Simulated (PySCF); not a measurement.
# C4H12NP: the cost of one run

The runs use PySCF 2.14.0, with density-fitted response routines of our own; the level of theory stands in each step. All values are computed, except where a source is named. Atoms count from 0, in the outputs and in this text.

### 1 The starting structure

18 atoms, charge 0, multiplicity 1; geometry from: GFN2-xTB. The atoms were then displaced at random by about 0.01 Å, so the start is not that level's minimum.

Bonds of the start (Å): C0–N1 1.42, N1–C2 1.46, N1–P3 1.78, P3–C4 1.84, P3–C5 1.83, C0–H6 1.10, C0–H7 1.11, C0–H8 1.11, C2–H9 1.10, C2–H10 1.07, C2–H11 1.10, C4–H12 1.07, C4–H13 1.08, C4–H14 1.09, C5–H15 1.08, C5–H16 1.08, C5–H17 1.09.

### 2 Geometry optimisation at PBE0-D3(BJ)/def2-TZVP

The job: settings as JSON, then the geometry in Å.

```
{"job": {"xc": "PBE0", "basis": "def2-TZVP", "d3": "d3bj", "grid": 2, "shake": 0.01, "kind": "geom"}, "charge": 0, "multiplicity": 1}
C     -1.818320     0.612420     0.202040
N     -0.697590    -0.163240    -0.206050
C     -1.152440    -1.505420    -0.544520
P      0.692900    -0.092460     0.909030
C      1.098300     1.676550     0.602970
C      1.920630    -0.806060    -0.244170
H     -2.512670     0.705710    -0.651210
H     -1.505370     1.647530     0.461710
H     -2.390010     0.208790     1.061770
H     -0.283230    -2.118000    -0.810530
H     -1.821880    -1.443160    -1.379140
H     -1.657120    -1.995890     0.294750
H      2.123980     1.828630     0.852420
H      0.914060     1.941570    -0.423990
H      0.515360     2.330110     1.257160
H      1.726880    -0.465060    -1.252440
H      1.920720    -1.887180    -0.198660
H      2.898270    -0.462890     0.083130
```

Command:

```console
> OMP_NUM_THREADS=2 python probes_run.py task.json out
```

The driver reads the jobs from task.json and runs them one after another.

Q: Estimate the wall time and peak memory of this first job on 2 threads of Intel Xeon at 2.50GHz, shared host.

About 7.5 min, with a peak of 1.6 GiB.
